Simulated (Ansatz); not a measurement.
Geometry optimisation, Ansatz, RKS PBE-D4/def2-mTZVP.

Input:

```yaml
crystal:
  periodic: [false, false, false]
  atoms:
    - { symbol: Si, position_ang: [-0.340806, 0.165066, -0.205961] }
    - { symbol: H, position_ang: [1.400356, -1.827095, 0.455624] }
    - { symbol: H, position_ang: [0.046395, -0.663887, -1.373171] }
    - { symbol: H, position_ang: [-0.783155, -0.624068, 0.978369] }
    - { symbol: O, position_ang: [-1.538585, 1.165678, -0.765617] }
    - { symbol: H, position_ang: [1.818055, -1.291632, 0.606899] }
    - { symbol: Cl, position_ang: [1.333535, 1.293944, 0.42922] }
    - { symbol: H, position_ang: [-1.935794, 1.781994, -0.125165] }
basis:
  gaussian: { orbitals: def2-mTZVP }
hamiltonian:
  xc: pbe
  dispersion: d4
relax:
  f_tol: 0.03
  max_steps: 50
output:
  orbitals: {}
```

Launched with:

```bash
$ ansatz run input.yaml --threads 2 --pin off --max-ram 3072MiB --backend cpu --events-out ev --progress --plain --runs-dir out
```

Problem. Where does it end, and by what steps?

Solution. The forces met the threshold. The force dipped under the threshold on the way, but the program's further checks kept it going. After 6 steps the energy has fallen by 0.175 eV; H2 moved furthest, 0.73 Å.

| step | energy less start (eV) | largest force component (eV/Å) | accepted |
| --- | --- | --- | --- |
| 0 | 0.0000 | 1.904 | yes |
| 1 | -0.1285 | 0.278 | yes |
| 2 | -0.1612 | 0.092 | yes |
| 3 | -0.1714 | 0.118 | yes |
| 4 | -0.1735 | 0.094 | yes |
| 5 | -0.1749 | 0.029 | yes |
| 6 | -0.1753 | 0.009 | yes |

```xyz
8
Properties=species:S:1:pos:R:3
Si -0.448 0.346 -0.244
H 1.848 -2.388 0.608
H -0.031 -0.492 -1.396
H -0.852 -0.450 0.950
O -1.684 1.295 -0.814
H 2.100 -1.687 0.707
Cl 1.186 1.491 0.362
H -2.118 1.884 -0.173
```

Whether the end is a true minimum wasn't checked by a vibrational analysis.

Time of the run: 6.6 s on 2 threads of Intel(R) Xeon(R) Platinum 8488C (Sapphire Rapids), with other jobs on the host, peak memory 0.16 GiB.
